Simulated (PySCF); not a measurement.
## AlF + 3 HF → AlH₃ + 2 F₂

Level: B3LYP in the def2-TZVP basis family, all electrons, no relativity, computed in PySCF with density fitting; open shells unrestricted.

```csv
species,state and structure,ZPE (kJ/mol),H(298 K) − H(0) (kJ/mol),S° (J/(mol K))
AlF,"singlet, C∞v, Al–F 1.672 Å",4.6,8.9,215.3
HF,"singlet, C∞v, H–F 0.924 Å",24.4,8.7,173.7
AlH₃,"singlet, D3h, Al–H 1.580 Å (×3)",48.6,10.6,207.3
F₂,"singlet, D∞h, F–F 1.396 Å",6.3,8.8,202.2
```

**Question.** Is the gas-phase reaction uphill or downhill in electronic energy at this level, and by how much?

**Answer.** At B3LYP/def2-TZVP, ΔE = 1183.9 kJ/mol, uphill. 

**Question.** Add zero-point, thermal and entropy terms for 298.15 K and 1 bar.

**Answer.** ΔZPE = -16.6 and Δ[H(298) − H(0)] = -6.8 kJ/mol give ΔH° = 1160.5 kJ/mol. ΔS° = -124.7 J/(mol K), so ΔG° = 1160.5 − 298.15 × (-0.1247) = 1198 kJ/mol.

The structures come from searches over a few start shapes, so lower isomers are not excluded.
